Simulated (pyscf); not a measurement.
Single points on ωB97X-D3(BJ)/def2-SVP structures (PySCF, gas phase).

Question: For the elementary gas-phase step `[ClH]` + `[Cl][Si]([Cl])[Cl]` [doublet] → `[Cl][Si]([Cl])([Cl])[Cl]` + `[H]` [doublet] (doublet surface; Cl–H broken, Cl–Si formed), what barrier and reaction energy does PBE0-D3(BJ)/def2-TZVP give, measured from the separated reactants?

Answer: ΔE‡ = 0.49 eV, ΔE = -0.17 eV. ωB97M-D3(BJ)/def2-TZVP gives 0.67 eV and -0.23 eV. Zero-point energy shifts the barrier by -0.09 eV. It is an atom transfer, with an imaginary mode of 814i cm⁻¹. One saddle was located; it need not be the lowest between these sides. The angle at the transferred Cl is 180°.
